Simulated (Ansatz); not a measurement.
in.yaml

```yaml
crystal:
  periodic: [false, false, false]
  atoms:
    - {symbol: Cl, position_ang: [-0.766028, 0.000000, 0.000000]}
    - {symbol: H, position_ang: [0.512772, 0.000000, 0.000000]}
    - {symbol: B, position_ang: [1.996972, 0.000000, 0.000000]}
    - {symbol: H, position_ang: [2.506045, 0.000000, 1.077008]}
    - {symbol: H, position_ang: [2.506045, 0.000000, -1.077008]}
basis:
  gaussian: {orbitals: cc-pVDZ, point_charges: [{charge: 1.00, position_ang: [5.012, 0.165, 0.829]}]}
magnetization: {spin_polarized: false, initial_magnetization: 1}
correlation: {method: sc_nevpt2, electrons: valence, active_space: {window: {electrons: 3, orbitals: 3}, states: [{multiplicity: 2, weights: [1, 1]}], root: 2}}
```

```sh
$ ansatz run in.yaml --threads 1 --pin off --events-out ev --progress --plain --max-ram 2393MiB
```

(1) One thing in this input was set wrong on purpose, beside settings that are merely unusual. What is the gravest fault, and what does the program do?

Answers

(1) Root beyond the states. How the run ends: refused.
```
Error: the active space averages no state 2, counted from zero
```
